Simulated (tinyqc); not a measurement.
Hueckel theory of the pi electrons, for the molecule N=CN (SMILES; centres numbered as the heavy atoms are written), step by step. Computed by tinyqc, a small Python program that keeps every step. Settings: charge = 0. Command: `OMP_NUM_THREADS=1 python tinyqc.py 26287 26288 out.jsonl` (the two numbers bound the seeds that draw the settings). One thread of a shared host (Intel(R) Xeon(R) Processor @ 2.60GHz), about 0.01 s of CPU time with the checks.

## The Hueckel matrix

Centres:
```
centre  z_r, pi electrons of the neutral centre         h
1N                                            1  0.500000
2C                                            1  0.000000
3N                                            2  1.500000
```

Bonds:
```
i  j         k
1  2  1.000000
2  3  0.800000
```

H_rr = alpha + h_r beta, H_rs = k_rs beta for bonded centres.

Hueckel matrix in units of beta (H = alpha + beta A), lower triangle:
```
          1N        2C        3N
1N  0.500000
2C  1.000000  0.000000
3N  0.000000  0.800000  1.500000
```

## Orbitals

pi electrons, sum of z_r less the charge = 4

Diagonalise; E = alpha + x beta with beta < 0, so the largest x are filled first; degenerate levels share their electrons. P = sum n_i c_ri c_si; each orbital has its largest coefficient positive (the first on a tie).

x values: 1.986919  0.963637  -0.950556

occupations: 2.000000  2.000000  0.000000

coefficients:
```
         MO1        MO2        MO3
1N  0.330065   0.768510  -0.548132
2C  0.490780   0.356310   0.795096
3N  0.806344  -0.531446  -0.259564
```

charge and bond-order matrix P, lower triangle:
```
           1N        2C        3N
1N   1.399103
2C   0.871635  0.735644
3N  -0.284551  0.412757  1.865253
```

## Energy, charges, bond orders

E = sum n x; q_r = z_r - P_rr; bond order p = P_rs; free valence = sqrt(3) - sum of p over the bonds of the atom.

pi energy = 4 alpha + this times beta = 5.901112

pi charges: 1N -0.399103, 2C 0.264356, 3N 0.134747

Bond orders and lengths from R = 1.517 - 0.180 p (angstrom, C-C alone):
```
bond         p  R
1-2   0.871635  -
2-3   0.412757  -
```

free valence of the carbons: 2C 0.447659

gap between the highest filled and the next level = 1.914193 |beta|
